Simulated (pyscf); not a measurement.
## Atom transfer: silyl (SiH₃•) + chloromethane (H₃C–Cl) → H₃Si–Cl + methyl (CH₃•)

Gas phase, doublet surface, charge 0. Bonds broken: C5–Cl6. Bonds formed: Si1–Cl6. Single points on ωB97X-D3(BJ)/def2-SVP structures (PySCF, gas phase). Correlated levels are frozen-core, on RHF or UHF. ΔMP2 is the change of the MP2 total energy from the triple- to the quadruple-zeta basis.

Transition state (Å):

```xyz
9

Si     1.3829    -1.5800    -0.5243
H      1.7502    -0.8603    -1.7778
H      2.6094    -2.0536     0.1796
H      0.4854    -2.7306    -0.8319
C     -0.8103     1.2404     2.1463
Cl     0.1705    -0.0143     0.9587
H     -0.4070     1.0646     3.1491
H     -1.8656     0.9647     2.0495
H     -0.5867     2.2400     1.7587
```

One imaginary mode, 502i cm⁻¹; descent along it reached the two sides named.

```
bond     change  reactant side (Å)  saddle  product side
-------  ------  -----------------  ------  ------------
C5–Cl6   breaks              1.782   1.987           3.4
Si1–Cl6   forms                3.5   2.474         2.066
```

Electronic energies relative to the separated reactants (kcal/mol):

| level | barrier | reaction energy | reverse barrier |
|---|---|---|---|
| ωB97X-D3(BJ)/def2-TZVP | 7.8 | -25.1 | 32.9 |
| PBE/def2-TZVP | 2.2 | -18.8 | 21.0 |
| r²SCAN/def2-TZVP | 3.2 | -24.4 | 27.6 |
| B3LYP-D3(BJ)/def2-TZVP | 4.4 | -23.2 | 27.6 |
| PBE0-D3(BJ)/def2-TZVP | 5.3 | -21.4 | 26.8 |
| M06-2X/def2-TZVP | 8.8 | -21.6 | 30.4 |
| ωB97M-D3(BJ)/def2-TZVP | 8.8 | -24.0 | 32.8 |
| HF/def2-TZVP | 21.6 | -30.5 | 52.1 |
| MP2/def2-QZVPP | 10.9 | -23.6 | 34.5 |
| CCSD/def2-TZVPP | 12.1 | -24.0 | 36.1 |
| CCSD(T)/def2-TZVPP | 10.0 | -23.1 | 33.1 |
| CCSD(T)/def2-TZVPP + ΔMP2(QZVPP) | 8.8 | -23.6 | 32.3 |

With CCSD(T)/def2-TZVPP + ΔMP2(QZVPP) energies and thermal terms (ideal gas, 1 atm, RRHO with modes under 100 cm⁻¹ raised to 100, one conformer, R ln 2 for chiral ones without a mode under 150 cm⁻¹), in kcal/mol:

```
T (K)   ΔH‡   ΔG‡     ΔH     ΔG
-----  ----  ----  -----  -----
298     8.5  17.5  -25.3  -24.9
600     9.4  26.2  -24.6  -24.8
900    10.1  34.5  -24.2  -25.0
1200   10.8  42.5  -24.0  -25.3
```

One saddle was located; it need not be the lowest between these sides. The angle at the transferred Cl is 180°. The CCSD(T) − MP2 part came from Ansatz, without density fitting, on the same reference.
